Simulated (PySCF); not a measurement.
# CH₅BS: runs on many settings

Aim: see how CH₅BS (`BSC`) answers to the choice of functional, basis, grid and SCF options.

The runs use PySCF 2.14.0, with density-fitted response routines of our own; the level of theory stands in each step. All values are computed, except where a source is named. Atoms are numbered from 0 throughout.

### 1 The molecule as given

8 atoms, charge 0, multiplicity 1; geometry from: GFN2-xTB.

Bonds of the start (Å): B0–S1 1.74, S1–C2 1.83, B0–H3 1.17, B0–H4 1.17, C2–H5 1.08, C2–H6 1.08, C2–H7 1.09.

### 2 NMR shieldings: PBE0/pcSseg-1

What the job is given:

```
{"job": {"kind": "nmr", "xc": "PBE0", "basis": "pcSseg-1"}, "charge": 0, "multiplicity": 1}
B      1.576961    -0.107532     0.392739
S      0.199758    -0.696444    -0.498527
C     -1.245367     0.063337     0.331562
H      1.428000     0.592359     1.315597
H      2.628927    -0.453194     0.026943
H     -0.998096     0.302585     1.359110
H     -2.058753    -0.653636     0.294006
H     -1.522373     0.961936    -0.211160
```

With the program's defaults for keys left out, this is: GIAO PBE0/pcSseg-1 NMR shielding, non-relativistic, gas phase.

On the command line:

```
OMP_NUM_THREADS=1 python probes_run.py task.json out
```

One launch serves the whole session: the jobs run in the order shown.

The log of the run:

```text
coarse grid: 6896 points
cycle   1  E = -463.8760062347  dE =  7.042e-02  |g| = 1.794e-01  |ddm| = 2.346e+00
cycle   2  E = -463.8813884537  dE = -5.382e-03  |g| = 1.354e-01  |ddm| = 3.805e-01
cycle   3  E = -463.8865844418  dE = -5.196e-03  |g| = 2.709e-02  |ddm| = 1.391e-01
cycle   4  E = -463.8867620043  dE = -1.776e-04  |g| = 1.219e-02  |ddm| = 4.514e-02
cycle   5  E = -463.8868017424  dE = -3.974e-05  |g| = 1.657e-03  |ddm| = 1.648e-02
cycle   6  E = -463.8868023228  dE = -5.804e-07  |g| = 5.474e-04  |ddm| = 2.205e-03
final grid: 61024 points
cycle   7  E = -463.9055095775  dE = -1.660e-05  |g| = 6.811e-03  |ddm| = 1.807e-02
cycle   8  E = -463.9055028882  dE =  6.689e-06  |g| = 8.455e-03  |ddm| = 1.217e-02
cycle   9  E = -463.9055215078  dE = -1.862e-05  |g| = 4.053e-04  |ddm| = 7.667e-03
cycle  10  E = -463.9055215627  dE = -5.491e-08  |g| = 8.613e-05  |ddm| = 7.152e-04
cycle  11  E = -463.9055215641  dE = -1.456e-09  |g| = 3.211e-05  |ddm| = 1.199e-04
cycle  12  E = -463.9055215644  dE = -2.332e-10  |g| = 1.309e-05  |ddm| = 3.894e-05
converged SCF energy = -463.9055215644

GIAO shielding tensors (ppm)
atom      isotropic    diamagn.    paramagn.     s11        s22        s33       span
  0 B       33.483     196.564    -163.081    -38.173     15.718    122.903    161.077
  1 S      370.385    1058.111    -687.725     42.624    474.980    593.553    550.929
  2 C      159.187     251.684     -92.497    133.968    153.607    189.985     56.017
  3 H       24.691      30.573      -5.881     17.861     26.927     29.285     11.424
  4 H       24.824      29.670      -4.847     19.552     26.867     28.052      8.500
  5 H       29.228      30.750      -1.522     25.159     27.402     35.123      9.965
  6 H       29.216      29.784      -0.569     24.394     27.186     36.067     11.672
  7 H       28.892      30.337      -1.445     24.335     26.873     35.468     11.133
```

It took 8.9 s on 1 thread of Intel Xeon Platinum 8259CL at 2.50GHz, shared host; peak memory 0.37 GiB.

The references, computed at this level on geometries of the same kind, shield at (ppm): ¹H TMS 31.72, ¹³C TMS 186.9, ¹¹B BF3·OEt2 100.1, ³³S CS2 504. Their shielding less the atom's gives the shift. The references are single molecules in the gas phase. Atoms listed in one row are averaged.

```csv
atoms,environment,σ (ppm),δ (ppm),δ scaled to CDCl3
C2,methyl carbon bonded to S,159.2,27.7,20.7
"H3, H4",hydrogen on a boron bonded to S,24.76,6.96,–
"H5, H6, H7",hydrogen on a methyl carbon bonded to S,29.11,2.61,2.56
B0,"boron bonded to S, 2 H",33.5,66.6,–
S1,"sulfur bonded to C, B",370,133,–
```

The scaled column applies a straight-line fit of computed shieldings to shifts measured in CDCl3, with any fitted terms for Cl, Br or S neighbours (root-mean-square error 0.16 ppm for H, 1.9 ppm for C).

The run also stored atomic charges by several schemes (e):

```csv
atoms,Mulliken,IAO,Hirshfeld,ESP fit
B0,-0.01,-0.22,0.05,0.14
S1,-0.11,0.18,0.02,-0.18
C2,-0.39,-0.50,-0.11,-0.15
```

Mayer bond orders: B0–S1 1.38, S1–C2 0.99.

The fields below are evaluated on a grid from the run's orbitals.

Frontier orbitals at PBE0/pcSseg-1, with the share of their density that lies nearest to each atom:

| orbital | energy (eV) | lies on |
| --- | --- | --- |
| HOMO | -7.93 | S1 69 %; B0 15 % |
| LUMO | -1.04 | B0 47 %; S1 19 %; H3, H4 about 15 % each |

ELF in a plane through or near 5 of the atoms.

Ten even steps from '0' (0.00) to '9' (1.00):
```
0000000000000000000000000000
0000000000000000000000000000
0000000000000000000000000000
0000000013430000000000000000
0000000389994001430000000000
0000000699996005873000000000
0000000699997019996100000000
0000001489996029996100000000
0000133469994018985210000000
0001899863244126234431000000
0004999994267568136773000000
0004999995783238658885000000
0003999994672737547884000000
0000699841451626212441000000
0000024100368888300000000000
0000000000369998310000000000
0000000000257886200000000000
0000000000024553100000000000
0000000000001221000000000000
0000000000000000000000000000
```
The map spans 10.5 Å across and 7.5 Å up, centred on the molecule. Atoms in the plane (x, y in Å): B0 (-1.6, 0.0), S1 (-0.2, -1.1), C2 (1.2, 0.0), H3 (-1.4, 1.1), H4 (-2.6, -0.5).

On the surface of density 0.002 e/bohr³ the electrostatic potential runs, from the 1st to the 99th percentile, from -0.63 V near S1 to 0.99 V near H6.

### 3 Ultraviolet spectrum: PBE0/def2-SVPD

The job, as its differences from that of step 2:

```diff
@@ -1,2 +1,2 @@
-{"job": {"kind": "nmr", "xc": "PBE0", "basis": "pcSseg-1"}, "charge": 0, "multiplicity": 1}
+{"job": {"kind": "uv", "xc": "PBE0", "basis": "def2-SVPD", "nstates": 6, "ntriplets": 2}, "charge": 0, "multiplicity": 1}
 B      1.576961    -0.107532     0.392739
```

Level: TDDFT PBE0/def2-SVPD, vertical, gas phase, core orbitals frozen in the response.

The log of the run:

```text
coarse grid: 6896 points
cycle   1  E = -463.7109056623  dE =  4.997e-02  |g| = 1.699e-01  |ddm| = 3.017e+00
cycle   2  E = -463.7156522808  dE = -4.747e-03  |g| = 1.338e-01  |ddm| = 5.376e-01
cycle   3  E = -463.7210989577  dE = -5.447e-03  |g| = 2.744e-02  |ddm| = 1.989e-01
cycle   4  E = -463.7212946973  dE = -1.957e-04  |g| = 1.189e-02  |ddm| = 5.475e-02
cycle   5  E = -463.7213399595  dE = -4.526e-05  |g| = 1.845e-03  |ddm| = 1.956e-02
cycle   6  E = -463.7213409674  dE = -1.008e-06  |g| = 6.017e-04  |ddm| = 3.407e-03
final grid: 61024 points
cycle   7  E = -463.7670007534  dE = -1.507e-05  |g| = 6.809e-03  |ddm| = 4.277e-02
cycle   8  E = -463.7669930689  dE =  7.684e-06  |g| = 8.544e-03  |ddm| = 1.830e-02
cycle   9  E = -463.7670134356  dE = -2.037e-05  |g| = 3.926e-04  |ddm| = 1.032e-02
cycle  10  E = -463.7670134920  dE = -5.640e-08  |g| = 6.891e-05  |ddm| = 8.024e-04
cycle  11  E = -463.7670134931  dE = -1.110e-09  |g| = 3.173e-05  |ddm| = 1.446e-04
cycle  12  E = -463.7670134934  dE = -2.681e-10  |g| = 1.205e-05  |ddm| = 5.367e-05
converged SCF energy = -463.7670134934

Static polarisability (au): isotropic 49.413, principal 38.742 47.339 62.159

Singlet excitations
state   eV       nm        f      main configurations
  1   6.0080    206.4   0.00754   H-1->L 0.93
  2   6.1078    203.0   0.15203   H->L 0.90
  3   6.7634    183.3   0.00074   H-2->L 0.88
  4   7.0199    176.6   0.00007   H->L+1 0.73, H->L+2 0.12, H-2->L 0.11
  5   7.4302    166.9   0.05786   H->L+2 0.80, H->L+1 0.16
  6   8.0830    153.4   0.09052   H-1->L+1 0.90

Triplet excitations (Tamm-Dancoff, eV): 4.3537 5.3892
```

Run time: 7.7 s. Hardware: 1 thread of Intel Xeon Platinum 8259CL at 2.50GHz, shared host; peak memory 0.45 GiB.

The orbitals next to the gap, with their largest atomic shares:

```
orbital      eV                      atoms
 HOMO−3  -11.24  S1 28 %, B0 25 %, C2 18 %
 HOMO−2   -9.72  B0 36 %, H4 24 %, S1 16 %
 HOMO−1   -8.72  S1 54 %, B0 19 %, C2 11 %
   HOMO   -7.91  S1 64 %, B0 18 %, C2 10 %
   LUMO   -1.08  B0 49 %, S1 28 %, H3 10 %
 LUMO+1    0.48  S1 40 %, C2 19 %, B0 14 %
 LUMO+2    0.83  S1 39 %, B0 35 %, C2 12 %
```

With each of the 6 states as a Gaussian band of 0.4 eV half-width at 1/e, the curve within the window shown has maxima at 203 nm (ε 6,400), 154 nm (ε 3,900) L/(mol cm). Beyond the last state computed it falls off for lack of states. The curve at chosen wavelengths:

(nm, ε (L/mol/cm)): (148, 2096), (151, 3329), (154, 3851), (158, 3397), (161, 2964), (164, 2777), (167, 2598), (171, 1994), (174, 1369), (177, 837), (180, 547), (184, 662), (187, 1192), (190, 2124), (193, 3372), (197, 5114), (200, 6067), (203, 6443), (206, 6182), (210, 5069), (213, 3963), (216, 2872), (219, 1943), (223, 1047), (226, 616), (229, 345)

Leading natural transition orbitals of singlet state 2: the hole lies on S1 65 %; B0 16 %; H7 7 %; the particle on B0 44 %; S1 19 %; H3, H4 about 15 % each.

Leading natural transition orbitals of singlet state 1: the hole lies on S1 50 %; H3 21 %; B0 12 %; the particle on B0 47 %; S1 20 %; H3, H4 about 14 % each.

Further results of this job:

| property | computed |
| --- | --- |
| dipole moment (D) | 1.75 |
| polarisability (Å³) | 7.32 |
| HOMO–LUMO gap (eV) | 6.84 |
| −ε(HOMO) (eV) | 7.91 |

### 4 Spin-spin couplings: BHandHLYP/def2-TZVPP

The job, as its differences from that of step 3:

```diff
@@ -1,2 +1,2 @@
-{"job": {"kind": "uv", "xc": "PBE0", "basis": "def2-SVPD", "nstates": 6, "ntriplets": 2}, "charge": 0, "multiplicity": 1}
+{"job": {"kind": "j", "xc": "BHandHLYP", "basis": "def2-TZVPP", "grid": 0, "scf": {"max_cycle": 92}}, "charge": 0, "multiplicity": 1}
 B      1.576961    -0.107532     0.392739
```

Method: BHandHLYP/def2-TZVPP indirect spin-spin coupling, non-relativistic, gas phase.

The log of the run:

```text
final grid: 6896 points
cycle   1  E = -464.1500540718  dE =  1.109e-01  |g| = 1.801e-01  |ddm| = 1.906e+00
cycle   2  E = -464.1607585303  dE = -1.070e-02  |g| = 7.232e-02  |ddm| = 2.674e-01
cycle   3  E = -464.1620244511  dE = -1.266e-03  |g| = 3.129e-02  |ddm| = 9.108e-02
cycle   4  E = -464.1622563877  dE = -2.319e-04  |g| = 7.866e-03  |ddm| = 2.952e-02
cycle   5  E = -464.1622700220  dE = -1.363e-05  |g| = 2.009e-03  |ddm| = 6.306e-03
cycle   6  E = -464.1622712275  dE = -1.206e-06  |g| = 5.029e-04  |ddm| = 1.752e-03
cycle   7  E = -464.1622713044  dE = -7.690e-08  |g| = 1.468e-04  |ddm| = 5.299e-04
cycle   8  E = -464.1622713122  dE = -7.731e-09  |g| = 5.394e-05  |ddm| = 1.943e-04
cycle   9  E = -464.1622713131  dE = -8.984e-10  |g| = 1.227e-05  |ddm| = 5.318e-05
converged SCF energy = -464.1622713131

Indirect spin-spin couplings (Hz)
  i      j    bonds     total        FC       PSO       DSO        SD
  0 B    1 S    1     -0.411     6.293    -7.123     0.019     0.399
  0 B    2 C    2     -1.448    -1.139    -0.211    -0.056    -0.041
  0 B    3 H    1    145.301   145.442    -1.336     0.589     0.605
  0 B    4 H    1    142.506   142.561    -1.223     0.550     0.619
  0 B    5 H    3      6.135     6.412    -0.348     0.114    -0.044
  0 B    6 H    3      5.838     6.130     0.380    -0.637    -0.035
  0 B    7 H    3      0.505     0.758     0.118    -0.344    -0.026
  1 S    2 C    1     -5.863   -10.310     1.912     0.023     2.512
  1 S    3 H    2     -2.001    -0.441    -1.404    -0.078    -0.078
  1 S    4 H    2     11.076    12.632    -1.408    -0.067    -0.081
  1 S    5 H    2     -0.552    -0.721     0.297    -0.077    -0.051
  1 S    6 H    2      3.440     3.187     0.363    -0.066    -0.045
  1 S    7 H    2      0.693     0.581     0.269    -0.070    -0.088
  2 C    3 H    3     11.373    11.463    -0.100     0.061    -0.051
  2 C    4 H    3     12.074    12.185     0.293    -0.421     0.017
  2 C    5 H    1    152.062   150.363     0.760     0.614     0.325
  2 C    6 H    1    147.080   145.302     0.889     0.590     0.299
  2 C    7 H    1    148.898   147.123     0.879     0.595     0.301
  3 H    4 H    2      1.341     1.828     1.427    -2.146     0.233
  3 H    6 H    4     -0.219     0.049     1.080    -1.336    -0.012
  3 H    7 H    4     -0.947    -0.876     0.317    -0.394     0.005
  4 H    5 H    4     -0.775    -0.435     0.795    -1.135    -0.000
  4 H    6 H    4      0.950     1.279     1.354    -1.703     0.020
  4 H    7 H    4     -1.565    -1.219     1.081    -1.414    -0.013
  5 H    6 H    2    -12.907   -13.077     2.586    -2.850     0.433
  5 H    7 H    2    -12.631   -12.808     2.573    -2.827     0.431
  6 H    7 H    2    -12.952   -13.187     2.600    -2.827     0.461
```

Run time: 14 s. Hardware: 1 thread of Intel Xeon Platinum 8259CL at 2.50GHz, shared host; peak memory 0.65 GiB.

The run ended normally, but its values are not to be used for the molecule: grid level 0 is too coarse. Its HOMO lies at -8.80 eV, against -7.93 eV in step 2 (PBE0/pcSseg-1), a different level, so the two don't compare directly.

### 5 Ultraviolet spectrum: wB97X/aug-pcSseg-1 in water

The job, as its differences from that of step 4:

```diff
@@ -1,2 +1,2 @@
-{"job": {"kind": "j", "xc": "BHandHLYP", "basis": "def2-TZVPP", "grid": 0, "scf": {"max_cycle": 92}}, "charge": 0, "multiplicity": 1}
+{"job": {"kind": "uv", "xc": "wB97X", "basis": "aug-pcSseg-1", "solvent": "water", "nstates": 3, "ntriplets": 2, "tda": true, "scf": {"aux": "def2-qzvpp-jkfit"}, "grid": 1}, "charge": 0, "multiplicity": 1}
 B      1.576961    -0.107532     0.392739
```

Level: TDA wB97X/aug-pcSseg-1, vertical, IEF-PCM water (non-equilibrium linear response), core orbitals frozen in the response.

The log of the run:

```text
final grid: 29040 points
cycle   1  E = -464.1071133388  dE =  1.559e-01  |g| = 1.845e-01  |ddm| = 2.824e+00
cycle   2  E = -464.1197537911  dE = -1.264e-02  |g| = 9.459e-02  |ddm| = 4.736e-01
cycle   3  E = -464.1219356610  dE = -2.182e-03  |g| = 2.874e-02  |ddm| = 1.759e-01
cycle   4  E = -464.1222103204  dE = -2.747e-04  |g| = 5.828e-03  |ddm| = 6.175e-02
cycle   5  E = -464.1222257822  dE = -1.546e-05  |g| = 1.771e-03  |ddm| = 1.959e-02
cycle   6  E = -464.1222270567  dE = -1.274e-06  |g| = 6.146e-04  |ddm| = 4.572e-03
cycle   7  E = -464.1222272314  dE = -1.747e-07  |g| = 1.157e-04  |ddm| = 1.659e-03
cycle   8  E = -464.1222272399  dE = -8.594e-09  |g| = 2.976e-05  |ddm| = 4.736e-04
cycle   9  E = -464.1222272405  dE = -5.728e-10  |g| = 7.380e-06  |ddm| = 1.113e-04
converged SCF energy = -464.1222272405

Static polarisability (au): isotropic 66.088, principal 53.163 64.739 80.361

Singlet excitations
state   eV       nm        f      main configurations
  1   6.2891    197.1   0.02415   H-1->L 0.71, H->L 0.09
  2   6.3548    195.1   0.22265   H->L 0.73, H-1->L 0.09
  3   6.9597    178.1   0.00093   H-2->L 0.70

Triplet excitations (Tamm-Dancoff, eV): 4.7719 5.7902
```

It took 6.5 s on 1 thread of Intel Xeon Platinum 8259CL at 2.50GHz, shared host; peak memory 0.46 GiB.

This run: HOMO -10.20 eV, LUMO 0.94 eV; lowest singlet 6.29 eV.

### 6 Indirect couplings: PBE0/IGLO-III

What the job is given:

```
{"job": {"kind": "j", "xc": "PBE0", "basis": "IGLO-III", "scf": {"conv": 0.1, "max_cycle": 74}}, "charge": 0, "multiplicity": 1}
B      1.576961    -0.107532     0.392739
S      0.199758    -0.696444    -0.498527
C     -1.245367     0.063337     0.331562
H      1.428000     0.592359     1.315597
H      2.628927    -0.453194     0.026943
H     -0.998096     0.302585     1.359110
H     -2.058753    -0.653636     0.294006
H     -1.522373     0.961936    -0.211160
```

Method: PBE0/IGLO-III indirect spin-spin coupling, non-relativistic, gas phase.

The log of the run:

```text
final grid: 61024 points
cycle   1  E = -463.9586747611  dE =  2.895e-02  |g| = 2.414e-01  |ddm| = 1.818e+00
converged SCF energy = -463.9586747611

Indirect spin-spin couplings (Hz)
  i      j    bonds     total        FC       PSO       DSO        SD
  0 B    1 S    1    -22.187   -13.267   -10.213     0.019     1.274
  0 B    2 C    2     -2.131    -1.612    -0.429    -0.056    -0.034
  0 B    3 H    1    149.621   150.176    -1.749     0.585     0.609
  0 B    4 H    1    146.271   146.803    -1.650     0.550     0.568
  0 B    5 H    3      7.001     7.416    -0.475     0.112    -0.052
  0 B    6 H    3      6.981     7.294     0.400    -0.644    -0.069
  0 B    7 H    3      1.861     2.119     0.092    -0.350    -0.001
  1 S    2 C    1    -17.732   -23.835     2.951     0.026     3.126
  1 S    3 H    2     -2.201    -0.263    -1.804    -0.081    -0.053
  1 S    4 H    2     16.866    19.026    -1.963    -0.073    -0.123
  1 S    5 H    2     -0.496    -0.567     0.279    -0.077    -0.132
  1 S    6 H    2      5.213     4.943     0.418    -0.064    -0.084
  1 S    7 H    2      0.731     0.702     0.286    -0.068    -0.189
  2 C    3 H    3     14.713    14.855    -0.152     0.060    -0.050
  2 C    4 H    3     15.683    15.736     0.342    -0.426     0.032
  2 C    5 H    1    138.309   137.114     0.504     0.589     0.103
  2 C    6 H    1    136.147   134.890     0.604     0.563     0.091
  2 C    7 H    1    137.280   135.993     0.626     0.568     0.093
  3 H    4 H    2      1.905     1.577     2.276    -2.243     0.294
  3 H    5 H    4     -0.955    -1.008    -1.662     1.672     0.043
  3 H    6 H    4     -0.920    -0.852     1.309    -1.361    -0.016
  3 H    7 H    4     -2.426    -2.364     0.333    -0.410     0.015
  4 H    5 H    4     -1.445    -1.305     1.026    -1.162    -0.004
  4 H    6 H    4      1.737     1.836     1.599    -1.728     0.030
  4 H    7 H    4     -2.988    -2.830     1.294    -1.439    -0.014
  5 H    6 H    2    -13.007   -13.768     3.219    -2.974     0.516
  5 H    7 H    2    -13.281   -14.040     3.200    -2.950     0.510
  6 H    7 H    2    -13.744   -14.563     3.216    -2.952     0.555
```

Wall time 13 s (1 thread of Intel Xeon Platinum 8259CL at 2.50GHz, shared host); peak memory 0.59 GiB.

The run ended normally, but its values are not to be used for the molecule: the SCF threshold of 0.1 Eh is far too loose. Its HOMO lies at -8.57 eV, against -7.93 eV in step 2 (PBE0/pcSseg-1), a different level, so the two don't compare directly.

### 7 Comparing the runs: electronic excitations

Excitations and ground-state properties, with basis size and wall time:

| run | lowest singlet (eV) | brightest (eV) | f | gap (eV) | α (Å³) | μ (D) | functions | time |
| --- | --- | --- | --- | --- | --- | --- | --- | --- |
| PBE0/def2-SVPD | 6.01 | 6.11 | 0.152 | 6.84 | 7.32 | 1.75 | 107 | 7.7 s |
| wB97X/aug-pcSseg-1 in water | 6.29 | 6.35 | 0.223 | 11.14 | 9.79 | 2.26 | 130 | 6.5 s |

### 8 Outcome

```
                                                              quantity                                            value
                                ¹³C shifts against TMS (PBE0/pcSseg-1)                                         27.7 ppm
¹H shifts against TMS (PBE0/pcSseg-1, means over atoms taken as alike)                                   6.96, 2.61 ppm
                           ¹¹B shifts against BF3·OEt2 (PBE0/pcSseg-1)                                         66.6 ppm
                                ³³S shifts against CS2 (PBE0/pcSseg-1)                                          133 ppm
                                 surface potential, 1st and 99th percentile                               -0.63 V and 0.99 V
                                       lowest singlet (PBE0/def2-SVPD)                      6.01 eV (206 nm), f = 0.008
                              brightest single state of those computed                      state 2, 6.11 eV, f = 0.152
                                                        lowest triplet                                          4.35 eV
                                           range of the lowest singlet                                  6.01 to 6.29 eV
                                         property runs in this session  5, of which 0 failed and 2 gave unsound results
```

What this shows: Single values in the summary come from the first run of each kind that ended normally (PBE0/pcSseg-1; PBE0/def2-SVPD), which need not be the best level. At PBE0/pcSseg-1: The widest tensor belongs to S1: span 551 ppm, with a paramagnetic part of -688 ppm. By nearest atom (PBE0/pcSseg-1), the HOMO sits on S1 69 %; B0 15 % and the LUMO on B0 47 %; S1 19 %. The first singlet state (HOMO−1→LUMO 0.93) lies at 6.01 eV and is weak; of the 6 states computed, the strongest absorption comes from state 2 at 6.11 eV (the last state computed is bright too, and its partners may lie past the list). The lowest triplet lies 1.65 eV below the lowest singlet (triplets in Tamm-Dancoff, singlets in full TDDFT). The lowest singlet runs from 6.01 eV (PBE0/def2-SVPD) to 6.29 eV (wB97X/aug-pcSseg-1 in water), while the orbital gap spans 6.84 to 11.14 eV. The lowest state need not be the same one in every run. The runs solved for a few states only, so the brightest column depends on that window.
